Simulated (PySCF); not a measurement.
Si: ionisation energy

Si [Ne] 3s2 3p2 [3p1/2^2, M_J = 0] → Si+ [Ne] 3s2 3p1 [3p1/2^1, M_J = 1/2], as a difference of total energies. Calculation: PySCF 2.14, in x2c-QZVPPall-2c; the two-component X2C-1e Hamiltonian. Correlated levels: [Ne] frozen; the 10 highest virtual spinors dropped. "Screened" scales the spin-orbit matrix elements by Boettger's factors to mimic the two-electron term; Breit and QED terms are absent.

```
                    method  ionisation energy (eV)  error (eV)
           GHF (spin-free)                   7.489      -0.663
          GMP2 (spin-free)                   8.068      -0.084
 GHF (screened spin-orbit)                   7.477      -0.675
GMP2 (screened spin-orbit)                   8.054      -0.098
```

Reference: 8.152 eV (measured; NIST Atomic Spectra Database, ionization energies).

Errors of the correlated levels include the incompleteness of this basis and the frozen core.

The labels give the starting determinants; with spin-orbit coupling the two ends relaxed to ⟨J²⟩ = 1.87, ⟨L²⟩ = 2.02, ⟨S²⟩ = 2.00 and ⟨J²⟩ = 1.01, ⟨L²⟩ = 2.07, ⟨S²⟩ = 0.77.

The determinant of Si mixes levels of different J (the jj label is only the starting occupation), so the difference between spin-free and spin-orbit rows is not the physical spin-orbit shift.
